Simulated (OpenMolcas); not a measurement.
# A workflow on [NO2]+ (SMILES O=[N+]=O)

Aim: the energy (UHF/def2-TZVPPD), then a single-point energy (CASSCF(4,4)/def2-TZVPPD), then the energy (CASPT2(4,4)/def2-TZVPPD), then a single-point energy, then the energy (SC-NEVPT2(4,4)/def2-TZVPPD) of [NO2]+. 

Program for the calculation: OpenMolcas 26.06.

### 1 The structure to begin with

[NO2]+ has 3 atoms, charge +1, and is taken as a singlet. SMILES: `O=[N+]=O`. The O1–N2 distance was set to 1.665 Å, away from the relaxed value.

Bond lengths: N2–O3 1.110 Å. A long bond or contact: O1–N2 1.665 Å.

### 2 A single-point energy at UHF/def2-TZVPPD (RICD fitting) (run 1)

step1.inp

```
&GATEWAY
BasLib=$CurrDir
Coord
3
angstrom
O       -0.859484       1.390565      -0.314377
N       -0.000010      -0.000010       0.000000
O        0.572990      -0.927010       0.209580
Basis=def2-TZVPPD
Group=NoSym
RICD
&SEWARD
&SCF
UHF
Charge=1
Scramble=0.25
PrOrbitals=1 2
```

The basis set def2-TZVPPD is read from a file made from the Basis Set Exchange's data (not shown).

Run with:

```bash
export MOLCAS_MEM=1860
pymolcas step1.inp > step1.log
```

Log:

```text
--- Start Module: gateway ---
[...]
--- Stop Module: gateway /rc=_RC_ALL_IS_WELL_ ---
--- Start Module: seward ---
[...]
      Basis functions          117
--- Stop Module: seward /rc=_RC_ALL_IS_WELL_ ---
[...]
--- Start Module: scf ---
[...]
       Convergence after  39 Iterations
[...]
::    Total SCF energy                               -203.6596968999
[...]
      Total spin, S                                     0.5567153278
[...]
      Total electronic charge=   22.000000
      Total            charge=    1.000000
[...]
      Dipole Moment (debye):
      Origin of the operator (angstrom)=   -0.0996    0.1612   -0.0364
                   X=  1.0844E+00               Y= -1.7551E+00               Z=  3.9686E-01           Total=  2.1009E+00
      Center of Charge (angstrom)
[...]
--- Stop Module: scf /rc=_RC_ALL_IS_WELL_ ---
[...]
```

It took 14 s on 1 thread of Arm Neoverse V2, shared host; peak memory 0.092 GiB.

### 3 The energy at CASSCF(4,4)/def2-TZVPPD (RICD fitting) (run 2)

step2.input

```
&GATEWAY
  BasLib=$CurrDir
  Coord
  3
  angstrom
  O       -0.859484       1.390565      -0.314377
  N       -0.000010      -0.000010       0.000000
  O        0.572990      -0.927010       0.209580
  Basis=def2-TZVPPD
  Group=NoSym
  RICD

&SEWARD

&RASSCF
  FileOrb=$CurrDir/step1.UnaOrb
  Spin=1
  Nactel=4 0 0
  Inactive=9
  Ras2=4
  OrbListing=Nothing
  OrbAppear=Compact
```

The basis set def2-TZVPPD is read from a file made from the Basis Set Exchange's data (not shown).

Run with:

```bash
export MOLCAS_MEM=1860
pymolcas step2.input > step2.log
```

Log:

```text
--- Start Module: gateway ---
[...]
--- Stop Module: gateway /rc=_RC_ALL_IS_WELL_ ---
--- Start Module: seward ---
[...]
      Basis functions          117
--- Stop Module: seward /rc=_RC_ALL_IS_WELL_ ---
[...]
--- Start Module: rasscf ---
[...]
      Number of active orbitals                  4
[...]
      Spin quantum number                      0.0
[...]
      Active orbitals                            4
[...]
      Number of CSFs                            20
[...]
      Number of root(s) required                 1
[...]
      Convergence after 23 iterations
[...]
      printout of CI-coefficients larger than  0.05 for root  1
      energy=    -203.689894
      conf/sym  1111     Coeff  Weight
             1  2200  -0.94042 0.88440
             6  2020   0.09808 0.00962
             8  2002   0.19520 0.03810
            10  udud  -0.18043 0.03256
            12  0220   0.08695 0.00756
            14  0202   0.05403 0.00292
[...]
      Natural orbitals and occupation numbers for root  1
      sym 1:   1.915709   1.838831   0.097694   0.147766
      ************************************************************************************************************************
      *                                                    Final results                                                     *
[...]
::    RASSCF root number  1 Total energy:   -203.68989422
[...]
      Total electronic charge=   22.000000
      Total            charge=    1.000000
[...]
      Dipole Moment (debye):
      Origin of the operator (angstrom)=   -0.0996    0.1612   -0.0364
                   X=  3.7518E-01               Y= -6.0702E-01               Z=  1.3722E-01           Total=  7.2668E-01
      Center of Charge (angstrom)
[...]
--- Stop Module: rasscf /rc=_RC_ALL_IS_WELL_ ---
[...]
```

It took 10 s on 1 thread of Arm Neoverse V2, shared host; peak memory 0.095 GiB.

### 4 A single-point energy at CASPT2(4,4)/def2-TZVPPD (RICD fitting) (run 3)

step3.input

```
&GATEWAY
 BasLib
 $CurrDir
 Coord
 3
 angstrom
 O       -0.859484       1.390565      -0.314377
 N       -0.000010      -0.000010       0.000000
 O        0.572990      -0.927010       0.209580
 Basis
 def2-TZVPPD
 Group
 NoSym
 RICD

&SEWARD

&RASSCF
 FileOrb
 $CurrDir/step2.RasOrb
 Spin
 1
 Nactel
 4 0 0
 Inactive
 9
 Ras2
 4
 OrbListing
 Nothing
 OrbAppear
 Compact

&CASPT2
 IPEA
 0.25
 Imaginary
 0.1
 Frozen
 3
```

The basis set def2-TZVPPD is read from a file made from the Basis Set Exchange's data (not shown).

Run with:

```bash
export MOLCAS_MEM=1860
pymolcas step3.input > step3.log
```

Log:

```text
--- Start Module: gateway ---
[...]
--- Stop Module: gateway /rc=_RC_ALL_IS_WELL_ ---
[...]
      Basis functions          117
[...]
--- Start Module: rasscf ---
[...]
      Number of active orbitals                  4
[...]
      Spin quantum number                      0.0
[...]
      Active orbitals                            4
[...]
      Number of CSFs                            20
[...]
      Number of root(s) required                 1
[...]
      Convergence after  4 iterations
[...]
      printout of CI-coefficients larger than  0.05 for root  1
      energy=    -203.689894
      conf/sym  1111     Coeff  Weight
             1  2200  -0.94042 0.88439
             6  2020   0.09809 0.00962
             8  2002   0.19519 0.03810
            10  udud  -0.18044 0.03256
            12  0220   0.08695 0.00756
            14  0202   0.05403 0.00292
[...]
      Natural orbitals and occupation numbers for root  1
      sym 1:   1.915704   1.838825   0.097703   0.147768
      ************************************************************************************************************************
      *                                                    Final results                                                     *
[...]
::    RASSCF root number  1 Total energy:   -203.68989422
[...]
      Total electronic charge=   22.000000
      Total            charge=    1.000000
[...]
      Dipole Moment (debye):
      Origin of the operator (angstrom)=   -0.0996    0.1612   -0.0364
                   X=  3.7524E-01               Y= -6.0712E-01               Z=  1.3725E-01           Total=  7.2680E-01
      Center of Charge (angstrom)
[...]
--- Stop Module: rasscf /rc=_RC_ALL_IS_WELL_ ---
[...]
--- Start Module: caspt2 ---
[...]
 ###    WARNING: User changed nr of frozen orbitals.                         ###
 ###############################################################################
[...]
      E2 (Variational):          -0.5868951699
      Total energy:            -204.2767893936
[...]
      Reference weight:           0.85338
[...]
::    CASPT2 Root  1     Total energy:   -204.27678939
[...]
--- Stop Module: caspt2 /rc=_RC_ALL_IS_WELL_ ---
[...]
```

Run time: 6.3 s. Hardware: 1 thread of Arm Neoverse V2, shared host; peak memory 0.14 GiB.

### 5 The energy at CASPT2[IPEA 0](4,4)/def2-TZVPPD (RICD fitting) (run 4)

step4.inp

```
* NO2 CASPT2

&GATEWAY
 BasLib
 $CurrDir
 Coord
 3
 angstrom
 O       -0.859484       1.390565      -0.314377
 N       -0.000010      -0.000010       0.000000
 O        0.572990      -0.927010       0.209580
 Basis
 def2-TZVPPD
 Group
 NoSym
 RICD

&SEWARD

&RASSCF
 FileOrb
 $CurrDir/step2.RasOrb
 Spin
 1
 Nactel
 4 0 0
 Inactive
 9
 Ras2
 4
 OrbListing
 Nothing
 OrbAppear
 Compact

&CASPT2
 IPEA
 0
 Imaginary
 0.1
 Frozen
 3
```

The basis set def2-TZVPPD is read from a file made from the Basis Set Exchange's data (not shown).

Run with:

```bash
export MOLCAS_MEM=1860
pymolcas step4.inp > step4.log
```

Log:

```text
--- Start Module: gateway ---
[...]
--- Stop Module: gateway /rc=_RC_ALL_IS_WELL_ ---
[...]
      Basis functions          117
[...]
--- Start Module: rasscf ---
[...]
      Number of active orbitals                  4
[...]
      Spin quantum number                      0.0
[...]
      Active orbitals                            4
[...]
      Number of CSFs                            20
[...]
      Number of root(s) required                 1
[...]
      Convergence after  4 iterations
[...]
      printout of CI-coefficients larger than  0.05 for root  1
      energy=    -203.689894
      conf/sym  1111     Coeff  Weight
             1  2200  -0.94042 0.88439
             6  2020   0.09809 0.00962
             8  2002   0.19519 0.03810
            10  udud  -0.18044 0.03256
            12  0220   0.08695 0.00756
            14  0202   0.05403 0.00292
[...]
      Natural orbitals and occupation numbers for root  1
      sym 1:   1.915704   1.838825   0.097703   0.147768
      ************************************************************************************************************************
      *                                                    Final results                                                     *
[...]
::    RASSCF root number  1 Total energy:   -203.68989422
[...]
      Total electronic charge=   22.000000
      Total            charge=    1.000000
[...]
      Dipole Moment (debye):
      Origin of the operator (angstrom)=   -0.0996    0.1612   -0.0364
                   X=  3.7524E-01               Y= -6.0712E-01               Z=  1.3725E-01           Total=  7.2680E-01
      Center of Charge (angstrom)
[...]
--- Stop Module: rasscf /rc=_RC_ALL_IS_WELL_ ---
[...]
--- Start Module: caspt2 ---
[...]
 ###    WARNING: User changed nr of frozen orbitals.                         ###
 ###############################################################################
[...]
      E2 (Variational):          -0.5919979498
      Total energy:            -204.2818921735
[...]
      Reference weight:           0.84968
[...]
::    CASPT2 Root  1     Total energy:   -204.28189217
[...]
--- Stop Module: caspt2 /rc=_RC_ALL_IS_WELL_ ---
[...]
```

Run time: 6.6 s. Hardware: 1 thread of Arm Neoverse V2, shared host; peak memory 0.14 GiB.

### 6 A single-point energy at SC-NEVPT2(4,4)/def2-TZVPPD (RICD fitting) (run 5)

step5.inp

```
&GATEWAY
 BasLib=$CurrDir
 Coord
 3
 angstrom
 O       -0.859484       1.390565      -0.314377
 N       -0.000010      -0.000010       0.000000
 O        0.572990      -0.927010       0.209580
 Basis=def2-TZVPPD
 Group=NoSym
 RICD

&SEWARD

&RASSCF
 FileOrb=$CurrDir/step2.RasOrb
 Spin=1
 Nactel=4 0 0
 Inactive=9
 Ras2=4
 OrbListing=Nothing
 OrbAppear=Compact

&CASPT2
 SC-NEVPT2
 Frozen=3
```

The basis set def2-TZVPPD is read from a file made from the Basis Set Exchange's data (not shown).

Run with:

```bash
export MOLCAS_MEM=1860
pymolcas step5.inp > step5.log
```

Log:

```text
--- Start Module: gateway ---
[...]
--- Stop Module: gateway /rc=_RC_ALL_IS_WELL_ ---
[...]
      Basis functions          117
[...]
--- Start Module: rasscf ---
[...]
      Number of active orbitals                  4
[...]
      Spin quantum number                      0.0
[...]
      Active orbitals                            4
[...]
      Number of CSFs                            20
[...]
      Number of root(s) required                 1
[...]
      Convergence after  4 iterations
[...]
      printout of CI-coefficients larger than  0.05 for root  1
      energy=    -203.689894
      conf/sym  1111     Coeff  Weight
             1  2200  -0.94042 0.88439
             6  2020   0.09809 0.00962
             8  2002   0.19519 0.03810
            10  udud  -0.18044 0.03256
            12  0220   0.08695 0.00756
            14  0202   0.05403 0.00292
[...]
      Natural orbitals and occupation numbers for root  1
      sym 1:   1.915704   1.838825   0.097703   0.147768
      ************************************************************************************************************************
      *                                                    Final results                                                     *
[...]
::    RASSCF root number  1 Total energy:   -203.68989422
[...]
      Total electronic charge=   22.000000
      Total            charge=    1.000000
[...]
      Dipole Moment (debye):
      Origin of the operator (angstrom)=   -0.0996    0.1612   -0.0364
                   X=  3.7524E-01               Y= -6.0712E-01               Z=  1.3725E-01           Total=  7.2680E-01
      Center of Charge (angstrom)
[...]
--- Stop Module: rasscf /rc=_RC_ALL_IS_WELL_ ---
[...]
--- Start Module: caspt2 ---
[...]
 ###    WARNING: User changed nr of frozen orbitals.                         ###
 ###############################################################################
[...]
      E2 (Variational):          -0.5735318932
[...]
      E2 (Variational):          -0.5721926058
      Total energy:            -204.2620868294
[...]
      Reference weight:           0.86353
[...]
::    SC-NEVPT2 Root  1     Total energy:   -204.26208683
[...]
--- Stop Module: caspt2 /rc=_RC_ALL_IS_WELL_ ---
[...]
```

It took 6 s on 1 thread of Arm Neoverse V2, shared host; peak memory 0.14 GiB.

### 7 What came out

| quantity | value |
| --- | --- |
| run 1, UHF/def2-TZVPPD: total energy | -203.65970 Eh |
| run 1, UHF/def2-TZVPPD: HOMO energy | -22.60 eV |
| run 1, UHF/def2-TZVPPD: LUMO energy | -8.00 eV |
| run 1, UHF/def2-TZVPPD: HOMO–LUMO gap | 14.60 eV |
| run 1, UHF/def2-TZVPPD: ⟨S²⟩ | 0.867 |
| run 2, CASSCF(4,4)/def2-TZVPPD: total energy | -203.68989 Eh |
| run 3, CASPT2(4,4)/def2-TZVPPD: total energy | -204.27679 Eh |
| run 4, CASPT2[IPEA 0](4,4)/def2-TZVPPD: total energy | -204.28189 Eh |
| run 5, SC-NEVPT2(4,4)/def2-TZVPPD: total energy | -204.26209 Eh |

⟨S²⟩ (run 1, UHF/def2-TZVPPD) is 0.87 where a pure singlet has 0.00: the reference is spin-contaminated. Mulliken charges (run 3, CASPT2(4,4)/def2-TZVPPD) of the CASSCF density run from -0.06 on O3 to +0.92 on N2; in a basis this large or diffuse they mean little.
